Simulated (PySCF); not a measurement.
**QCISD(T)/6-31G(d) (spherical functions) run of HS− (hydrosulfide)**

Aim: the energy change on altering one bond length of HS− (hydrosulfide) at QCISD(T)/6-31G* (spherical functions), from 2 runs. 

The results are computed with PySCF 2.14.0.

9 further runs of the same task are left out: 9 set aside as unsound or not needed.

### Step 1. Starting point

HS−: 2 atoms, total charge -1, spin state singlet. As SMILES, `[SH-]`. The shape is that of a PBE0-D4/def2-TZVPD optimisation.

Bond lengths: S1–H2 1.346 Å.

### Step 2. The energy at QCISD(T)/6-31G(d) (spherical functions)

File input.py:

```python
# [SH-]
from pyscf import gto, cc

mol = gto.Mole()
mol.atom = '''
S        0.574700      -0.187900       0.295500
H       -0.574700       0.187900      -0.295500
'''
mol.verbose = 4
mol.basis = '6-31g*'
mol.charge = -1
mol.max_memory = 1860
mol.build()

mf = mol.RHF()
mf.conv_tol = 1e-10
mf.kernel()
if not mf.converged:
    mf = mf.newton().run(mf.mo_coeff, mf.mo_occ)

mycc = cc.QCISD(mf, frozen=5)
mycc.kernel()
e_t = mycc.qcisd_t()
e_tot = mycc.e_tot + e_t
print(f'total energy: {e_tot:.8f} hartree')
```

Run with:

```sh
OMP_NUM_THREADS=1 python input.py
```

Log:

```text
PySCF version 2.14.0

[INPUT] num. atoms = 2
[INPUT] num. electrons = 18
[INPUT] charge = -1
[INPUT] spin (= nelec alpha-beta = 2S) = 0
[INPUT] symmetry False subgroup None
[INPUT] Mole.unit = angstrom
[INPUT] Symbol           X                Y                Z      unit          X                Y                Z       unit  Magmom
[INPUT]  1 S      0.574700000000  -0.187900000000   0.295500000000 AA    1.086025603788  -0.355079538806   0.558414069809 Bohr   0.0
[INPUT]  2 H     -0.574700000000   0.187900000000  -0.295500000000 AA   -1.086025603788   0.355079538806  -0.558414069809 Bohr   0.0

nuclear repulsion = 6.29052254661568
number of shells = 10
number of NR pGTOs = 55
number of NR cGTOs = 20
basis = 6-31g*
ecp = {}

******** <class 'pyscf.scf.hf.RHF'> ********
method = RHF
initial guess = minao
damping factor = 0
level_shift factor = 0
DIIS = <class 'pyscf.scf.diis.CDIIS'>
diis_start_cycle = 1
diis_space = 8
diis_damp = 0
SCF conv_tol = 1e-10
SCF conv_tol_grad = None
SCF max_cycles = 50
direct_scf = True
direct_scf_tol = 1e-13
Set gradient conv threshold to 1e-05
Initial guess from minao.
init E= -397.814725140342
  HOMO = -0.29886197267979  LUMO = 0.132347987218941  gap/eV = 11.73382
cycle= 1 E= -398.046346228697  delta_E= -0.232  |g|= 0.332  |ddm|= 1.12
  HOMO = -0.00447557024895225  LUMO = 0.475125062427354  gap/eV = 13.05060
cycle= 2 E= -398.087389326217  delta_E= -0.041  |g|= 0.117  |ddm|= 0.811
  HOMO = -0.069418728246093  LUMO = 0.450357270043086  gap/eV = 14.14383
cycle= 3 E= -398.091707627374  delta_E= -0.00432  |g|= 0.0137  |ddm|= 0.177
  HOMO = -0.070206303708078  LUMO = 0.454086461361928  gap/eV = 14.26673
cycle= 4 E= -398.091821901564  delta_E= -0.000114  |g|= 0.00271  |ddm|= 0.0373
  HOMO = -0.0703676673382135  LUMO = 0.454103558551717  gap/eV = 14.27159
cycle= 5 E= -398.091826888131  delta_E= -4.99e-06  |g|= 0.000448  |ddm|= 0.00992
  HOMO = -0.0702937212738593  LUMO = 0.454178803423349  gap/eV = 14.27162
cycle= 6 E= -398.09182698779  delta_E= -9.97e-08  |g|= 8.63e-05  |ddm|= 0.00117
  HOMO = -0.0703129843478594  LUMO = 0.454167997252418  gap/eV = 14.27185
cycle= 7 E= -398.091826992624  delta_E= -4.83e-09  |g|= 6.73e-06  |ddm|= 0.000256
  HOMO = -0.0703117737271871  LUMO = 0.454168586392704  gap/eV = 14.27184
cycle= 8 E= -398.091826992655  delta_E= -3.14e-11  |g|= 1.07e-06  |ddm|= 1.67e-05
  HOMO = -0.0703119139469481  LUMO = 0.454168717230774  gap/eV = 14.27184
Extra cycle  E= -398.091826992656  delta_E= -1.31e-12  |g|= 3.72e-07  |ddm|= 2.39e-06
converged SCF energy = -398.091826992656

******** <class 'pyscf.cc.qcisd.QCISD'> ********
QCISD nocc = 4, nmo = 15
frozen orbitals 5
max_cycle = 50
direct = 0
conv_tol = 1e-07
conv_tol_normt = 1e-05
diis_space = 6
diis_start_cycle = 0
diis_start_energy_diff = 1e+09
Init t2, MP2 energy = -398.207795233711  E_corr(MP2) -0.115968241054524
Init E_corr(QCISD) = -0.115968241054595
cycle = 1  E_corr(QCISD) = -0.129643395902238  dE = -0.0136751548  norm(t1,t2) = 0.0318204
cycle = 2  E_corr(QCISD) = -0.132717968166267  dE = -0.00307457226  norm(t1,t2) = 0.00994879
cycle = 3  E_corr(QCISD) = -0.134070656232124  dE = -0.00135268807  norm(t1,t2) = 0.00386185
cycle = 4  E_corr(QCISD) = -0.134038129318395  dE = 3.25269137e-05  norm(t1,t2) = 0.000417868
cycle = 5  E_corr(QCISD) = -0.13403390736115  dE = 4.22195725e-06  norm(t1,t2) = 7.29095e-05
cycle = 6  E_corr(QCISD) = -0.134034449534715  dE = -5.42173565e-07  norm(t1,t2) = 1.9333e-05
cycle = 7  E_corr(QCISD) = -0.134034490468785  dE = -4.09340699e-08  norm(t1,t2) = 3.76359e-06
QCISD converged
E(QCISD) = -398.2258614831251  E_corr = -0.1340344904687845
QCISD(T) correction = -0.00244495696982093
total energy: -398.22830644 hartree
```

Wall time 0.87 s (1 thread of Arm Neoverse V1, shared host); peak memory 0.12 GiB.

### Step 3. The distorted shape, same level

File calc.py:

```python
from pyscf import gto, cc

mol = gto.M(
    atom='''
S        1.149442      -0.375814       0.591022
H       -0.574700       0.187900      -0.295500
''',
    charge=-1,
    max_memory=1860,
    verbose=3,
    basis='6-31g*',
    spin=0,
)

mf = mol.RHF()
mf.conv_tol = 1e-10
mf.kernel()
if not mf.converged:
    mf = mf.newton().run(mf.mo_coeff, mf.mo_occ)

mycc = cc.QCISD(mf, frozen=5)
mycc.kernel()
e_t = mycc.qcisd_t()
etot = mycc.e_tot + e_t
print('E(%s) = %.9f' % ('QCISD(T)', etot))
```

Run with:

```sh
OMP_NUM_THREADS=1 python calc.py
```

Log:

```text
converged SCF energy = -398.010566316088
E(QCISD) = -398.1621502319612  E_corr = -0.1515839158734985
QCISD(T) correction = -0.00425944728617763
E(QCISD(T)) = -398.166409679
```

Wall time 0.85 s (1 thread of Arm Neoverse V1, shared host); peak memory 0.12 GiB.

### Step 4. Summary of results

Level: QCISD(T)/6-31G* (spherical functions), 5 core orbitals frozen.

| quantity | value |
| --- | --- |
| first shape: total energy | -398.22831 Eh |
| first shape: HOMO energy (Hartree–Fock orbitals) | -1.91 eV |
| first shape: LUMO energy (Hartree–Fock orbitals) | 12.36 eV |
| first shape: HOMO–LUMO gap (to an unbound level, set by the basis) | 14.27 eV |
| first shape: correlation energy (5 core orbitals frozen) | -136.5 mEh |
| first shape: (T) correction | -2.44 mEh |
| first shape: T1 diagnostic | 0.006 |
| distorted shape: total energy | -398.16641 Eh |
| distorted shape: HOMO energy (Hartree–Fock orbitals) | -2.59 eV |
| distorted shape: LUMO energy (Hartree–Fock orbitals) | 7.95 eV |
| distorted shape: HOMO–LUMO gap (to an unbound level, set by the basis) | 10.54 eV |
| distorted shape: correlation energy (5 core orbitals frozen) | -155.8 mEh |
| distorted shape: (T) correction | -4.26 mEh |
| distorted shape: T1 diagnostic | 0.022 |
| energy change with the S1–H2 bond stretched from 1.346 to 2.019 Å | 1.684 eV |

With the S1–H2 bond stretched from 1.346 to 2.019 Å the energy rises by 1.68 eV (163 kJ/mol). The first shape isn't relaxed at this level, so the change isn't measured from a minimum. The triples (first shape) make up 1.8 % of the correlation energy. The T1 diagnostic (distorted shape) of 0.022 is above the customary mark for such species, so a single reference may not serve. The triples (distorted shape) make up 2.7 % of the correlation energy.
